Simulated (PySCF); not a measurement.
Zinc-blende AlP was calculated with G0W0@PBE0 (GTH pseudopotentials, Gaussian basis, analytic continuation; PySCF).

The same calculation (at the measured cell, 20.380 Å³/atom) with different numerical settings; throughout: k mesh 2×2×2:

```tsv
run	basis	gap over the k-points evaluated (eV)
1	DZ	2.521
2	TZ	2.499
3	QZ	2.576
```

In the column gap over the k-points evaluated (eV) the first row differs from the last by -0.055 and the next to last by -0.077.

The last row is no converged limit: other settings stay fixed.
